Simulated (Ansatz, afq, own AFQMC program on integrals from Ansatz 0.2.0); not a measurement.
# AlNH$_{2}$, singlet → AlNH2, triplet

```xyz
4

Al    0.0000    0.0000    0.6968
N     0.0000    0.0000   -1.0992
H     0.0000    0.8223   -1.6887
H     0.0000   -0.8223   -1.6887
```

Connectivity, by distances: Al–NH2.

E(triplet, charge +0) − E(singlet, charge +0) at this geometry, on RHF and UHF determinants.

Basis cc-pVDZ. Only valence electrons are correlated. Integrals, coupled cluster, full CI and functionals: Ansatz 0.2.0; the random walks run on the same integrals in our own AFQMC program. ph-AFQMC/CISD is guided by a CISD state made of CCSD amplitudes; releasing the constraint for a short imaginary time cuts its bias at the price of noise, slowly where states lie close. Uncertainties: one standard error, sampling alone. The errors of all members are added in quadrature.

No full CI on the walks' own integrals is used here; CCSDT(Q) serves as the reference and is uncertain by about the last step of the cluster series. Each member takes its own surest rung, up to full CI.

The best estimate is CCSD(T) at the basis-set limit (CBS: def2-TZVPP and def2-QZVPP, with their diffuse functions for anions and beside diffuse sets, CCSD(T) itself extrapolated) plus the step from CCSD(T) to CCSDT(Q) in cc-pVDZ. Rows without CBS are in cc-pVDZ, the functionals in def2-TZVP; B2PLYP and the wave-function rows carry a basis error of their own. Core correlation and relativity beyond core potentials are missing, and ± holds the sampling alone.

Cautions: AlNH₂ (triplet): another spin lies lower, its ph-AFQMC/CISD value lies 28 ± 9 meV above CCSDT(Q); core correlation is missing, and it shifts such a gap most where an s electron is promoted.

```
 level  vertical spin gap (kJ/mol)
  CCSD                       237.7
r2SCAN                       212.9
  PBE0                       229.9
```

Q: From these cheaper values, estimate the vertical spin gap at the level of the best estimate.

A: 245.8 kJ/mol (best estimate, highest rung CCSDT(Q)).

```tsv
level	vertical spin gap (kJ/mol)	error against the best estimate (kJ/mol)
HF	165.7	-80.1
MP2	217.0	-28.9
CCSD(T)	238.6	-7.2
CCSDT	238.5	-7.3
CCSDT(Q)	238.5	-7.3
ph-AFQMC/CISD	239.6 ± 1.5	-6.3 ± 1.5
released AFQMC	238.6 ± 2.1	-7.2 ± 2.1
HF/CBS	163.6	-82.2
MP2/CBS	231.4	-14.4
CCSD(T)/CBS	245.9	0.1
PBE	235.0	-10.8
B3LYP	253.3	7.5
wB97M-V	280.6	34.8
B2PLYP	249.2	3.4
```

Correlation beyond CCSD(T) changes it by less than 2 meV. Going to the basis-set limit adds 7.3 kJ/mol at CCSD(T). The perturbative (T) step is worth +0.9 kJ/mol.

Best estimates are given only where the step beyond CCSD(T) is under 0.3 eV and no member's determinant is very poor (T1 over 0.05, or 0.07 for open shells, ⟨S²⟩ too high by 0.3, two states mixed), so the hardest cases are missing from such tables.

The functionals ran in a triple-zeta set and keep a basis error of their own, a few kJ/mol for each bond in atomization energies and more for double hybrids, so close places among them and the extrapolated levels can swap.

CCSDT and higher add their correlation energy to the determinant of the CCSD(T) run, since their own runs factorise the integrals more tightly (a shift of under 2 meV). Each member of a difference takes its own highest rung, so a best estimate needn't equal the limit plus the step of one row. A walk keeps the symmetry of its determinant, which the program's search chose and which needn't be the lowest solution, so a lower state of the same spin and another symmetry isn't excluded. Released energies are given only where the last usable release times agree within the noise; a slower fall can still hide under it.
